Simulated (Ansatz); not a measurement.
Diamond, treated with revPBE in Ansatz (plane waves, PAW).

Settings: plane-wave cutoff 520 eV, 16×16×16 k mesh, Fermi–Dirac smearing 0.01 eV, scalar-relativistic PAW data made under PBE.

Response to compression and expansion:

```tsv
V (Å³/atom)	P (GPa)	direct gap at Γ (eV)	smallest gap on the k mesh (eV)
5.411	29.37	5.732	4.238
5.526	18.66	5.674	4.193
5.641	8.92	5.618	4.149
5.756	0.06	5.562	4.106
5.871	-8.01	5.508	4.065
5.986	-15.35	5.455	4.025
6.101	-22.03	5.403	3.986
```

The fundamental gap (4.10 eV at the equilibrium volume, with added k points) lies elsewhere than Γ–Γ.

Ansatz is a first-principles code.
